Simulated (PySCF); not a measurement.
Species: phosphaethyne, CHP.
Z-matrix (Å and degrees, PBE0-D3(BJ)/def2-SVP geometry), rows numbered from 1:
```
C 
P   1  1.5403
H   1  1.0838  2  179.98
```

Computed with PySCF at wB97X-D/def2-SVPD, non-relativistic, on one gas-phase PBE0-D3(BJ)/def2-SVP geometry that isn't relaxed in the solvent. The solvent is an IEF-PCM continuum (Bondi radii, 1.10 Å for H, scaled by 1.2), and excitations are vertical TDDFT with non-equilibrium linear response and a frozen core. The model holds no explicit solvent molecules, cavitation or dispersion.

```csv
run,E − E(gas) (kcal/mol),HOMO (eV),HOMO–LUMO gap (eV),dipole (D),lowest singlet (eV),static polarisability (au)
gas,0.00,-9.97,10.41,0.45,4.45,33.8
P,-0.68,-9.96,10.44,0.49,4.48,39.2
Q,-1.11,-9.97,10.46,0.51,4.50,42.9
```

The runs were made in benzene and chloroform. Which run belongs to which solvent?

P = benzene, Q = chloroform. The dielectric constants are 2.271 (benzene), 4.711 (chloroform), and the energy falls further as ε rises. The optical constants n² used for the excitations are 2.25, 2.09 in the same order. In this model the ground state sees the solvent through ε alone.

How constant is the ratio of the lowering to (ε − 1)/(2ε + 1)?

```json
{"solvent": "benzene", "(ε − 1)/(2ε + 1)": "0.229", "E − E(gas) (kcal/mol)": "-0.68", "ratio (kcal/mol)": "-3.0", "polarisation term (kcal/mol)": "-0.72"}
{"solvent": "chloroform", "(ε − 1)/(2ε + 1)": "0.356", "E − E(gas) (kcal/mol)": "-1.11", "ratio (kcal/mol)": "-3.1", "polarisation term (kcal/mol)": "-1.19"}
```

The ratio changes by +4.1 % in size from benzene to chloroform. The polarisation term is half the interaction of the solute with the induced surface charges.

The pairwise dispersion term of wB97X-D wasn't added to the energies; at a given geometry it leaves orbitals and properties as they are.
